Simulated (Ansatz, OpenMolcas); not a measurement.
A ladder of methods for BCl (SMILES [B]Cl)

BCl: 2 atoms, total charge 0, spin state singlet. As SMILES, `[B]Cl`. The coordinates come from a PBE0-D4/def2-TZVP relaxation.

| atom | x (Å) | y (Å) | z (Å) |
| --- | --- | --- | --- |
| B | 0.0000 | 0.0000 | -0.0697 |
| Cl | 0.0000 | 0.0000 | 1.6482 |

Each level gives the energy change with the B1–Cl2 bond stretched from 1.718 to 2.368 Å (eV). The values are calculated.

```tsv
level	kind	program	value (eV)	less FCI/STO-3G
HF/STO-3G (restricted)	Hartree–Fock	Ansatz	1.96	+0.30
SVWN5/STO-3G (restricted)	LDA	Ansatz	1.69	+0.03
revPBE/STO-3G (restricted)	GGA	Ansatz	1.43	-0.23
CAM-B3LYP/STO-3G (restricted)	range-separated hybrid	Ansatz	1.80	+0.14
RPA@PBE/STO-3G (restricted)	RPA	Ansatz	1.51	-0.15
MP2/STO-3G (restricted)	perturbation theory	Ansatz	1.87	+0.21
ACPF/STO-3G (restricted)	coupled cluster or CI	OpenMolcas	1.65	-0.01
CISD/STO-3G (restricted)	coupled cluster or CI	OpenMolcas	1.72	+0.06
FCI/STO-3G	exact in the basis	OpenMolcas	1.66	0.00
```

FCI/STO-3G is exact within its basis and frozen core, so for wave-function methods in that basis the difference is their error; functionals converge differently with the basis, so for them it is only a difference. The first shape isn't each level's own minimum. The values span 1.43 to 1.96 eV. All rows use very small basis sets, so even the best lies far from the true value.
